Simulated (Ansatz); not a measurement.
in.yaml

```yaml
crystal:
  periodic: [false, false, false]
  atoms:
    - {symbol: Al, position_ang: [-0.015433, -0.009008, 2.080140]}
    - {symbol: Ga, position_ang: [-0.016266, -0.025151, -0.239413]}
    - {symbol: H, position_ang: [0.031698, 0.034159, -1.840727]}
basis:
  gaussian: {orbitals: cc-pVDZ}
magnetization: {spin_polarized: false, initial_magnetization: 3}
correlation: {method: bccd_t, electrons: outside_noble_gas}
scf: {lower_state_search: off}
output: {forces: true}
```

```sh
$ ansatz run in.yaml --threads 1 --pin off --events-out ev --progress --plain --max-ram 2393MiB
```

Log:

```
these checks for a lower state are left out or cut short: starts, cluster_reference, orbital_swaps, neighbouring_geometries, increment
548 factors; integrals over basis functions are off by at most 9.5e-4 eV
mean field evaluation 1: about -58929.2642 eV, gradient 6.2e0 eV
mean field evaluation 2: about -58929.2681 eV, gradient 6.2e0 eV
mean field evaluation 4: about -58930.0982 eV, gradient 1.3e0 eV
mean field evaluation 8: about -58930.2072 eV, gradient 1.9e-1 eV
mean field -58930.20862087 eV, -2165.6452224869 hartree, gradient 6.4e-6 eV, S^2 3.750000; 0 other end points of the search recorded, 0 dependent functions left out
19 core orbitals not correlated: weight in the atoms' cores, before any rotation towards them, 0.998 or more for the frozen orbitals, at most 0.001 for the correlated occupied ones
reference -58930.20862087 eV, -2165.6452224869 hartree; 5, 2 occupied and 26, 29 virtual orbitals, 548 factors
second order -2.29378484 eV of doubles, -0.02295328 eV of singles
cycle   1  -2.77996261 eV  change   -4.6e-1 eV  update   7.1e-2
cycle   2  -2.96520134 eV  change   -1.9e-1 eV  update   3.4e-2
cycle   3  -2.98604720 eV  change   -2.1e-2 eV  update   1.9e-2
cycle   4  -2.98985658 eV  change   -3.8e-3 eV  update   1.1e-2
cycle   5  -2.98782075 eV  change    2.0e-3 eV  update   4.9e-3
cycle   6  -2.98664109 eV  change    1.2e-3 eV  update   1.4e-3
cycle   7  -2.98735388 eV  change   -7.1e-4 eV  update   4.9e-4
cycle   8  -2.98756788 eV  change   -2.1e-4 eV  update   2.3e-4
cycle   9  -2.98737753 eV  change    1.9e-4 eV  update   9.1e-5
cycle  10  -2.98743056 eV  change   -5.3e-5 eV  update   3.8e-5
cycle  11  -2.98743832 eV  change   -7.8e-6 eV  update   1.3e-5
cycle  12  -2.98743862 eV  change   -3.0e-7 eV  update   4.9e-6
cycle  13  -2.98743680 eV  change    1.8e-6 eV  update   2.0e-6
cycle  14  -2.98743641 eV  change    3.9e-7 eV  update   7.0e-7
cycle  15  -2.98743650 eV  change   -8.9e-8 eV  update   2.6e-7
perturbative correction -0.13699593 eV, -0.0050345074 hartree
the calculation of the forces begins
mean field evaluation 16: about -58930.2086 eV, gradient 6.4e-6 eV
Total energy: -58933.33305329 eV, -2165.7600432607 hartree
Atom 0 at    -0.015433    -0.009008     2.080140 Å, force    -0.011323    -0.012795     0.565579 eV/Å
Atom 1 at    -0.016266    -0.025151    -0.239413 Å, force     0.036924     0.048040    -0.862838 eV/Å
Atom 2 at     0.031698     0.034159    -1.840727 Å, force    -0.025600    -0.035245     0.297259 eV/Å
Dipole moment:    -0.000894    -0.000887     0.063818 e Å
Checks for a lower state left out: starts, cluster_reference, orbital_swaps, neighbouring_geometries, increment
```

Forces (eV/Å):
```
Al  -0.011 -0.013  0.566
Ga   0.037  0.048 -0.863
H   -0.026 -0.035  0.297
```

Ran on 1 thread of Arm Neoverse V1, shared host: 2.9 s wall, 0.16 GiB peak host memory.
